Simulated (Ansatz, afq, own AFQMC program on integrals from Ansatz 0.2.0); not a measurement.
## Breaking Ge2–O3 in CH5ClGeO, singlet

```yaml
atoms:
  - { symbol: C, position_ang: [-0.2639, 1.1686, -0.3515] }
  - { symbol: Ge, position_ang: [-0.2554, -0.6465, 0.3237] }
  - { symbol: O, position_ang: [1.3046, -1.1011, 1.0279] }
  - { symbol: Cl, position_ang: [-0.6404, -1.9528, -1.3708] }
  - { symbol: H, position_ang: [-1.2519, 1.4069, -0.7710] }
  - { symbol: H, position_ang: [-0.0388, 1.8724, 0.4633] }
  - { symbol: H, position_ang: [0.4897, 1.2810, -1.1440] }
  - { symbol: H, position_ang: [-1.2795, -0.9586, 1.4178] }
  - { symbol: H, position_ang: [2.0242, -1.1166, 0.3875] }
```

Products: CH4ClGe (doublet; CH3–GeH–Cl) and HO (doublet), each relaxed with PBE0/def2-SVP like the molecule; electronic energies without zero-point terms. Determinants: RHF, UHF and UHF in that order.

Basis def2-TZVP. Noble-gas cores (and the filled d shells of Ga–Kr and In–Xe) are frozen. Integrals, coupled cluster, full CI and functionals: Ansatz 0.2.0; the random walks run on the same integrals in our own AFQMC program. ph-AFQMC/CISD is guided by a CISD state made of CCSD amplitudes; releasing the constraint for a short imaginary time cuts its bias at the price of noise, slowly where states lie close. Error bars are statistical, one sigma. No spin–orbit coupling. The errors of all members are added in quadrature.

No full CI on the walks' own integrals is used here. The released AFQMC energy serves as the reference, which it does only where one determinant dominates, the energy is flat over the last release times and near the phaseless one (40 meV or 2 meV an electron, half that with transition metals). On small molecules, where full CI could be run and the noise was under 10 meV, such values lay within 10 meV of it in 19 cases of 20, a flattering rate, since the rule was set on those same cases; what remains of the bias isn't in the error bar. Each member takes its own surest rung, up to full CI.

The best estimate is CCSD(T) at the basis-set limit (CBS: def2-TZVPP and def2-QZVPP, with their diffuse functions for anions and beside diffuse sets, CCSD(T) itself extrapolated) plus the step from CCSD(T) to AFQMC with the constraint released in def2-TZVP. Rows without CBS are in def2-TZVP; B2PLYP and the wave-function rows carry a basis error of their own. Core correlation and relativity beyond core potentials are missing, and ± holds the sampling alone.

Cautions: inner d shell frozen; no relativity below Rb; no spin-orbit coupling; CH₅ClGeO (singlet): the released value is read at 0.90 1/Eh with a noise of 21 meV, more than in the cases checked (meV from the phaseless value at times in 1/Eh: 3 ± 18 at 0.21, 21 ± 24 at 0.42, 43 ± 30 at 0.63, 21 ± 21 at 0.90); CH₄ClGe (doublet): the released value is read at 0.99 1/Eh with a noise of 17 meV, more than in the cases checked, later times being too noisy (meV from the phaseless value at times in 1/Eh: 4 ± 11 at 0.24, -14 ± 15 at 0.51, -15 ± 17 at 0.99, -34 ± 21 at 1.50).

Best estimate: 461.1 ± 2.6 kJ/mol.

```json
{"level": "HF", "bond energy (kJ/mol)": "316.7", "error against the best estimate (kJ/mol)": "-144.5 ± 2.6"}
{"level": "MP2", "bond energy (kJ/mol)": "485.2", "error against the best estimate (kJ/mol)": "24.0 ± 2.6"}
{"level": "CCSD", "bond energy (kJ/mol)": "442.7", "error against the best estimate (kJ/mol)": "-18.4 ± 2.6"}
{"level": "CCSD(T)", "bond energy (kJ/mol)": "453.3", "error against the best estimate (kJ/mol)": "-7.8 ± 2.6"}
{"level": "ph-AFQMC/CISD", "bond energy (kJ/mol)": "451.6 ± 2.3", "error against the best estimate (kJ/mol)": "-9.5 ± 3.5"}
{"level": "released AFQMC", "bond energy (kJ/mol)": "447.2 ± 2.6", "error against the best estimate (kJ/mol)": "-13.9"}
{"level": "HF/CBS", "bond energy (kJ/mol)": "317.1", "error against the best estimate (kJ/mol)": "-144.1 ± 2.6"}
{"level": "MP2/CBS", "bond energy (kJ/mol)": "499.8", "error against the best estimate (kJ/mol)": "38.6 ± 2.6"}
{"level": "CCSD(T)/CBS", "bond energy (kJ/mol)": "467.0", "error against the best estimate (kJ/mol)": "5.9 ± 2.6"}
{"level": "PBE", "bond energy (kJ/mol)": "443.2", "error against the best estimate (kJ/mol)": "-18.0 ± 2.6"}
{"level": "r2SCAN", "bond energy (kJ/mol)": "436.6", "error against the best estimate (kJ/mol)": "-24.6 ± 2.6"}
{"level": "PBE0", "bond energy (kJ/mol)": "435.4", "error against the best estimate (kJ/mol)": "-25.8 ± 2.6"}
{"level": "B3LYP", "bond energy (kJ/mol)": "426.1", "error against the best estimate (kJ/mol)": "-35.0 ± 2.6"}
{"level": "wB97M-V", "bond energy (kJ/mol)": "451.9", "error against the best estimate (kJ/mol)": "-9.3 ± 2.6"}
{"level": "B2PLYP", "bond energy (kJ/mol)": "446.1", "error against the best estimate (kJ/mol)": "-15.1 ± 2.6"}
```

Correlation beyond CCSD(T) takes off 5.9 ± 2.6 kJ/mol. Going to the basis-set limit adds 13.7 kJ/mol at CCSD(T). The perturbative (T) step is worth +10.6 kJ/mol.

Best estimates are given only where the step beyond CCSD(T) is under 0.3 eV and no member's determinant is very poor (T1 over 0.05, or 0.07 for open shells, ⟨S²⟩ too high by 0.3, two states mixed), so the hardest cases are missing from such tables.

The functionals ran in a triple-zeta set and keep a basis error of their own, a few kJ/mol for each bond in atomization energies and more for double hybrids, so close places among them and the extrapolated levels can swap.

Each member of a difference takes its own highest rung, so a best estimate needn't equal the limit plus the step of one row. Released energies are given only where the last usable release times agree within the noise; a slower fall can still hide under it.
